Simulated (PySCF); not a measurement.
# Ionisation energy of Cl by level of theory

Cl [Ne] 3s2 3p5 (2P) → Cl⁺ [Ne] 3s2 3p4 (3P), as a difference of total energies. Computed with PySCF 2.14 in def2-QZVPPD (10s7p5d2f1g, 79 functions), with no relativity, point nucleus. Correlated levels: valence: [Ne] frozen; valence and next inner shell: 1s2 frozen. The calculations carry no spin-orbit coupling.

```csv
method,ionisation energy (eV)
UHF,11.764
LDA,13.201
PBE,12.968
PBE0,12.953
r2SCAN,13.002
r2SCANh,12.986
wB97M-V,12.983
B2PLYP,12.922
MN15,13.038
MP2 (valence),12.847
SCS-MP2 (valence),12.862
MP2 (valence and next inner shell),12.857
SCS-MP2 (valence and next inner shell),12.868
```

Q: How much does correlation contribute at MP2 (valence and next inner shell)?

A: 12.857 − (11.764) = 1.093 eV, measured against UHF.

Errors of the correlated levels include the incompleteness of this basis and the frozen core.

For comparison: 12.974 eV (measured; NIST levels, between the centres of gravity of the two terms).
